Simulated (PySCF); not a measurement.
## Electron affinity of B by level of theory

B⁻ [He] 2s2 2p2 (3P) → B [He] 2s2 2p1 (2P), as a difference of total energies. All numbers are calculated (PySCF 2.14, no relativity, point nucleus, in dyall-acv3z (15s9p4d2f, 76 functions)). Correlated levels: valence: 1s2 frozen; valence and next inner shell: nothing frozen; virtual orbitals above 40 to 60 times the deepest correlated orbital energy dropped. The calculations carry no spin-orbit coupling.

```
                                method  electron affinity (eV)
                                   UHF                  -0.304
                                   LDA                   0.765
                                   PBE                   0.647
                                  PBE0                   0.489
                                r2SCAN                   0.604
                               wB97X-V                   0.234
                                PBEsol                   0.631
                                 B97-3                   0.338
                               LC-wPBE                   0.404
                         MP2 (valence)                   0.209
                     SCS-MP2 (valence)                   0.060
    MP2 (valence and next inner shell)                   0.208
SCS-MP2 (valence and next inner shell)                   0.057
```

Errors of the correlated levels include the incompleteness of this basis and the frozen core.

A negative affinity means that the anion lies above the atom at that level of theory.

In the anion the highest occupied orbital energy is positive at LDA, PBE, PBE0, r2SCAN, PBEsol, B97-3, a self-interaction effect; the basis confines that electron, and the energy difference can still be sensible.

For comparison: 0.280 eV (measured; photodetachment measurements, as compiled on the Wikipedia data page of electron affinities).
